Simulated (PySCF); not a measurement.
BF3, charge +1, multiplicity 2. Atoms are numbered in the order given.

```xyz
4

B      0.0000     0.0000    -0.1798
F      0.0000     0.0000    -1.4323
F      0.0000    -0.9856     0.7661
F      0.0000     0.9856     0.7661
```
Charge +1, spin multiplicity 2.

Geometry optimised at ωB97X-D3(BJ)/def2-TZVP. The multiplicity is an assumed one; other spin states were not compared. The isomer is the one that the SMILES or the coordinates give; other isomers of the formula were not compared.

These are ωB97X-D3(BJ)/def2-TZVP in PySCF values and carry that method's errors.

Frequencies are harmonic and unscaled.

```tsv
mode	ν (cm⁻¹)	IR (km/mol)	moving atoms (share of kinetic energy)
1	375	5.3	F 74 %, B 26 %
2	404	9.3	F 92 %
3	525	115.7	B 83 %, F 17 %
4	675	83.2	B 57 %, F 43 %
5	863	3.1	F 98 %
6	1719	406.4	B 74 %, F 26 %
```
